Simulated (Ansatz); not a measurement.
**One shape, several levels: NCO (SMILES [N]=C=O)**

We compute a comparison of 4 runs (UB2PLYP/STO-3G, UBHLYP/STO-3G, UCAM-B3LYP/STO-3G, USVWN5/STO-3G) of NCO. 

Program for the calculation: Ansatz 0.2.0.

66 further runs of the same task are left out: 13 that didn't finish, 53 set aside as unsound or not needed.

**1. Starting point**

The species is NCO (3 atoms), meant as a doublet with charge 0. SMILES: `[N]=C=O`. The O3–C2 distance was set to 2.927 Å, away from the relaxed value. At this shape a bond of the SMILES string is far longer than usual.

Bond lengths: N1–C2 1.222 Å.

**2. The energy at UB2PLYP/STO-3G (run 1)**

molecule.yaml

```yaml
crystal:
  periodic: [false, false, false]
  atoms:
    - symbol: N
      position_ang: [2.379130, 1.039763, 1.423268]
    - symbol: C
      position_ang: [1.397130, 0.610663, 0.835768]
    - symbol: O
      position_ang: [-0.954400, -0.417100, -0.571000]
basis:
  gaussian:
    orbitals: STO-3G
magnetization:
  spin_polarized: true
  initial_magnetization: 1
hamiltonian:
  xc: {name: B2PLYP}
correlation:
  frozen_orbitals: {C: 1, "N": 1, O: 1}
accuracy: high
```

Started as:

```
$ ansatz run molecule.yaml --threads 1 --pin off --max-ram 2610MiB --events-out events.jsonl --progress --plain --runs-dir runs
```

Output:

```text
Warning: RAYON_NUM_THREADS=1 ignored (pool sized by the plan → 1); use --threads N
Functional definition: B2PLYP
  name "B2PLYP"
  parameter a = 0.53
  parameter c = 0.27
  exchange = (1 - a)*b88_x + a*exact_x
  correlation = (1 - c)*lyp_c + c*(mp2_os + mp2_ss)
229 factors; integrals over basis functions are off by at most 1.6e-8 eV
mean field evaluation 1: about -4492.3698 eV, gradient 1.8e1 eV
mean field evaluation 2: about -4492.3474 eV, gradient 1.8e1 eV
mean field evaluation 4: about -4496.2486 eV, gradient 6.0e0 eV
mean field evaluation 8: about -4498.1127 eV, gradient 4.0e-1 eV
mean field evaluation 16: about -4498.1434 eV, gradient 1.5e-3 eV
mean field evaluation 32: about -4498.1593 eV, gradient 6.6e-2 eV
mean field evaluation 64: about -4498.1471 eV, gradient 1.5e-1 eV
mean field evaluation 96: about -4497.1689 eV, gradient 4.5e-3 eV
mean field evaluation 128: about -4498.1564 eV, gradient 1.4e-1 eV
mean field evaluation 160: about -4498.1489 eV, gradient 4.0e-1 eV
mean field -4498.15877876 eV, -165.3042861578 hartree, gradient 7.7e-9 eV, S^2 1.831698; 8 other end points of the search recorded, 0 dependent functions left out
3 core orbitals not correlated: weight in the atoms' cores, before any rotation towards them, 1.000 or more for the frozen orbitals, at most 0.000 for the correlated occupied ones
reference -4498.15879149 eV, -165.3042866256 hartree; 8, 7 occupied and 4, 5 virtual orbitals, 229 factors
second order -6.37272521 eV of doubles, -0.00000000 eV of singles
Total energy: -4499.87942729 eV, -165.3675188252 hartree
```

It took 11 s on 1 thread of Intel Xeon Platinum 8375C at 2.90GHz (Ice Lake), shared host; peak memory 0.12 GiB.

**3. The energy at UBHLYP/STO-3G (run 2)**

job.yaml

```yaml
crystal:
  periodic: [false, false, false]
  atoms:
    - symbol: N
      position_ang: [2.379130, 1.039763, 1.423268]
    - symbol: C
      position_ang: [1.397130, 0.610663, 0.835768]
    - symbol: O
      position_ang: [-0.954400, -0.417100, -0.571000]
basis:
  gaussian: {orbitals: STO-3G}
magnetization: {spin_polarized: true, initial_magnetization: 1}
hamiltonian: {xc: {name: BHLYP}}
accuracy: high
```

Started as:

```
$ ansatz run job.yaml --threads 1 --pin off --max-ram 2610MiB --events-out events.jsonl --progress --plain --runs-dir runs
```

Output:

```text
Warning: RAYON_NUM_THREADS=1 ignored (pool sized by the plan → 1); use --threads N
Functional definition: BHLYP
  name "BHLYP"
  parameter a = 0.5
[... 1 set-up line as earlier in the session ...]
  correlation = lyp_c
229 factors; integrals over basis functions are off by at most 1.6e-8 eV
mean field evaluation 1: about -4497.3325 eV, gradient 1.9e1 eV
mean field evaluation 2: about -4465.1681 eV, gradient 6.8e1 eV
mean field evaluation 4: about -4502.7561 eV, gradient 3.6e0 eV
mean field evaluation 8: about -4503.1886 eV, gradient 1.9e-1 eV
mean field evaluation 16: about -4503.1686 eV, gradient 5.4e-4 eV
mean field evaluation 32: about -4503.1844 eV, gradient 4.6e-2 eV
mean field evaluation 64: about -4503.1734 eV, gradient 2.2e-2 eV
mean field evaluation 96: about -4502.2622 eV, gradient 8.8e-2 eV
mean field evaluation 128: about -4503.1408 eV, gradient 7.7e-1 eV
mean field -4503.18467338 eV, -165.4889843783 hartree, gradient 1.1e-8 eV, S^2 1.790649; 8 other end points of the search recorded, 0 dependent functions left out
reference -4503.18468694 eV, -165.4889848768 hartree; 11, 10 occupied and 4, 5 virtual orbitals, 229 factors
Total energy: -4503.18468694 eV, -165.4889848768 hartree
```

Run time: 13 s. Hardware: 1 thread of Intel Xeon Platinum 8375C at 2.90GHz (Ice Lake), shared host; peak memory 0.12 GiB.

Run 3 isn't shown in full; the table further down has it.

**4. A single-point energy at USVWN5/STO-3G (run 4)**

job.yaml

```yaml
basis:
  gaussian:
    orbitals: STO-3G
crystal:
  periodic: [false, false, false]
  atoms:
    - symbol: "N"
      position_ang: [2.379130, 1.039763, 1.423268]
    - symbol: C
      position_ang: [1.397130, 0.610663, 0.835768]
    - symbol: O
      position_ang: [-0.954400, -0.417100, -0.571000]
hamiltonian:
  xc: {name: SVWN5}
magnetization:
  spin_polarized: true
  initial_magnetization: 1
accuracy: high
```

Started as:

```
$ ansatz run job.yaml --threads 1 --pin off --max-ram 2610MiB --events-out events.jsonl --progress --plain --runs-dir runs
```

Output, shortened:

```text
Warning: RAYON_NUM_THREADS=1 ignored (pool sized by the plan → 1); use --threads N
Functional definition: SVWN5
  name "SVWN5"
[...]
229 factors; integrals over basis functions are off by at most 1.6e-8 eV
[...]
mean field -4467.25805459 eV, -164.1687054897 hartree, gradient 9.8e-9 eV, S^2 1.752617; 12 other end points of the search recorded, 0 dependent functions left out
reference -4467.25805558 eV, -164.1687055263 hartree; 11, 10 occupied and 4, 5 virtual orbitals, 229 factors
Total energy: -4467.25805558 eV, -164.1687055263 hartree
```

It took 5.4 s on 1 thread of Intel Xeon Platinum 8375C at 2.90GHz (Ice Lake), shared host; peak memory 0.1 GiB.

**5. Overview of the runs**

```tsv
run	level	frozen core orbitals	energy (Eh)	⟨S²⟩	wall time
1	UB2PLYP/STO-3G	3	-165.367519	1.832	11 s
2	UBHLYP/STO-3G	–	-165.488985	1.791	13 s
3	UCAM-B3LYP/STO-3G	–	-165.460644	1.763	12 s
4	USVWN5/STO-3G	–	-164.168706	1.753	5.4 s
```

**6. Summary of results**

| quantity | value |
| --- | --- |
| run 4: total energy | -164.16871 Eh |
| run 4: ⟨S²⟩ | 1.753 |

What this shows: Totals of different functionals can't be ranked against each other. In runs 1, 2, 3, 4 the basis is minimal, so the values are rough. Spin contamination of the reference: run 1 ⟨S²⟩ = 1.83, run 2 ⟨S²⟩ = 1.79, run 3 ⟨S²⟩ = 1.76, run 4 ⟨S²⟩ = 1.75. Where it is this large, the reference is a mixture of spin states, and values that rest on it are in doubt. All runs together took 41 s, the longest 13 s.
